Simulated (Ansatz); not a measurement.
**Worked example: H3Si–B⁺, doublet against H3Si–B, singlet**

Geometry (PBE0/def2-TZVP stationary point of a singlet), kept for both states:

```xyz
5

Si   -0.5122   -0.0044    0.0004
B     1.6163    0.0140   -0.0014
H    -1.0336    1.3929    0.0029
H    -1.0144   -0.7115    1.2138
H    -1.0165   -0.7079   -1.2142
```

Basis cc-pVDZ; Ansatz 0.2.0. Correlated methods freeze the noble-gas cores. Prefix R: restricted or restricted open-shell reference; prefix U: unrestricted.

Full CI isn't at hand for all of this; UCCSDT(Q) serves as the reference, and is uncertain by about the last step of the cluster series.

Unrestricted rows (U, and Kohn–Sham where it breaks symmetry) aren't spin-pure: their determinants' ⟨S²⟩ exceeds S(S+1) by up to 0.64, so they mix in states of higher spin.

```json
{"level": "UHF", "E(H3Si–B, singlet) (hartree)": "-315.219968", "E(H3Si–B⁺, doublet) (hartree)": "-314.941889"}
{"level": "UMP2", "E(H3Si–B, singlet) (hartree)": "-315.363611", "E(H3Si–B⁺, doublet) (hartree)": "-315.070365"}
{"level": "UCCSD(T)", "E(H3Si–B, singlet) (hartree)": "-315.421052", "E(H3Si–B⁺, doublet) (hartree)": "-315.116546"}
{"level": "PBE", "E(H3Si–B, singlet) (hartree)": "-315.766098", "E(H3Si–B⁺, doublet) (hartree)": "-315.460904"}
{"level": "r2SCAN", "E(H3Si–B, singlet) (hartree)": "-315.920274", "E(H3Si–B⁺, doublet) (hartree)": "-315.614886"}
{"level": "UCCSDT(Q)", "E(H3Si–B, singlet) (hartree)": "-315.422805", "E(H3Si–B⁺, doublet) (hartree)": "-315.117998"}
```

Task: Give the vertical gap, H3Si–B⁺ doublet less H3Si–B singlet, at each level in eV (1 hartree = 27.2114 eV), and each error against UCCSDT(Q).

Result: UCCSDT(Q): (-315.117998 − (-315.422805)) × 27.2114 = 8.294 eV (the reference)
r2SCAN: (-315.614886 − (-315.920274)) × 27.2114 = 8.310 eV, error 0.016 eV
PBE: (-315.460904 − (-315.766098)) × 27.2114 = 8.305 eV, error 0.011 eV
UCCSD(T): (-315.116546 − (-315.421052)) × 27.2114 = 8.286 eV, error -0.008 eV
UMP2: (-315.070365 − (-315.363611)) × 27.2114 = 7.980 eV, error -0.314 eV
UHF: (-314.941889 − (-315.219968)) × 27.2114 = 7.567 eV, error -0.727 eV

Total energies of functionals can't be set beside those of wave-function methods, since they hold the core's correlation and their own absolute errors; only the differences compare.

In so small a basis the reference is far from its limit while semilocal and hybrid functionals are nearer theirs, so the functionals' errors here hold much of the reference's basis and frozen-core error, which can add to them or hide them.

Each level lands on the state that its own search finds. T1 diagnostics of restricted CCSD: 0.017 and 0.031.
